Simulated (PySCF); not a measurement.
**`c1c[cH+]1`, [C₃H₃]+, charge +1**

Molfile (atoms numbered from 1):
```
C3H3
     RDKit          3D

  6  6  0  0  0  0  0  0  0  0999 V2000
   -0.3971   -0.6793   -0.0120 C   0  0  0  0  0  0  0  0  0  0  0  0
   -0.3893    0.6845    0.0045 C   0  0  0  0  0  0  0  0  0  0  0  0
    0.7879   -0.0043    0.0097 C   0  0  0  0  0  0  0  0  0  0  0  0
   -0.9493   -1.6234   -0.0295 H   0  0  0  0  0  0  0  0  0  0  0  0
   -0.9307    1.6350    0.0098 H   0  0  0  0  0  0  0  0  0  0  0  0
    1.8818   -0.0107    0.0221 H   0  0  0  0  0  0  0  0  0  0  0  0
  1  2  2  0
  2  3  1  0
  3  1  1  0
  1  4  1  0
  2  5  1  0
  3  6  1  0
M  CHG  1   3   1
M  END
```

Method used: GIAO BHandHLYP/pcSseg-2 magnetisability, rotational g tensor and spin-rotation constants, non-relativistic, gas phase in PySCF. Geometry: PBE0-D3(BJ)/def2-SVP.

For an ion the centre-of-mass motion in the field is neglected.

Problem. Give the nuclear spin-rotation constants along the inertial axes (H = +C I·J) beside the isotropic shieldings.

Solution. Rotational constants 30.6054, 30.6048, 15.3026 GHz. A star marks the isotopologue with that one atom substituted, in its own axes.
```
atom  isotope  Caa (kHz)  Cbb (kHz)  Ccc (kHz)  mean (kHz)  σ (ppm)
  H4       1H     -0.131     -0.131     -1.768      -0.676     20.7
  H5       1H     -0.131     -0.131     -1.768      -0.676     20.7
  H6       1H     -0.130     -0.130     -1.768      -0.676     20.7
  C1     13C*     16.269     16.991      0.870      11.377      2.5
```
Where two moments of inertia are equal or nearly so, the constants along those axes are given as their average.
For the geometry as given, no vibrational averaging.
